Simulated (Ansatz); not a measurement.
Molecule: C₃H₅, net charge 0, doublet state. It need not be the lowest isomer of its formula. SMILES: [CH]=CC
Geometry from a B3LYP-D3(BJ)/def2-TZVP (Ansatz, a quantum-chemistry and plane-wave program) optimisation:
```xyz
8

C      1.3359     0.1766     0.0081
C      0.0582     0.4385    -0.0081
H      2.2670     0.7199     0.0055
H     -0.2541     1.4885    -0.0315
C     -1.0550    -0.5714     0.0021
H     -0.6648    -1.5877     0.0255
H     -1.6988    -0.4243     0.8731
H     -1.6836    -0.4589    -0.8851
```
Charge 0, spin multiplicity 2.

Parts of the frozen-core correlation energy in STO-3G (Ansatz, hartree). Frozen orbitals: 3; correlated occupied orbitals by spin: 9 and 8; virtual: 8 and 9. UHF or UKS for open shells. Spin-orbit coupling is left out. No relativistic terms.

| term | value |
|---|---|
| reference (HF) | -115.01634 |
| MP2 opposite-spin | -0.11255 |
| MP2 same-spin | -0.01673 |
| CCSD correlation | -0.19317 |
| (T) | -0.00161 |
| T1 diagnostic | 0.045 |
| largest doubles amplitude | 0.204 |
| <S^2> of the reference | 1.108 |
